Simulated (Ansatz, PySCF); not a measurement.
This Ansatz (a program for electronic structure) input computes a PBE0/def2-TZVPD energy:

Ansatz 0.2 input:
```yaml
crystal:
  periodic: [false, false, false]
  atoms:
    - {symbol: O, position_ang: [-0.00000000, -0.00000000, -0.71416636]}
    - {symbol: F, position_ang: [0.00000000, 0.00000000, 0.63481454]}
basis:
  gaussian:
    orbitals: def2-TZVPD
hamiltonian:
  xc: {name: PBE0}
magnetization: {spin_polarized: true, initial_magnetization: 1}
output: {forces: true}
```

Problem. Write an input for the same energy in PySCF and say what it gives.

Solution. 
```python
from pyscf import gto, scf, dft

mol = gto.M(
    atom='''
    O    -0.00000000   -0.00000000   -0.71416636
    F     0.00000000    0.00000000    0.63481454
    ''',
    basis='def2-tzvpd',
    charge=0,
    spin=1,
    symmetry='C2v',
    verbose=4,
)

mf = dft.UKS(mol, xc='pbe0').density_fit(auxbasis='def2-universal-jkfit')
mf.grids.level = 3
mf.conv_tol = 1e-9
mf.max_cycle = 100
mf.max_memory = 1500
mf.kernel()
if not mf.converged:
    mf = mf.newton()
    mf.kernel(mf.make_rdm1())
mf.analyze()
```
It gives -174.78229 Eh, and Ansatz -174.78226 Eh, a difference of 0.03 mEh, from the treatment of integrals and grids.
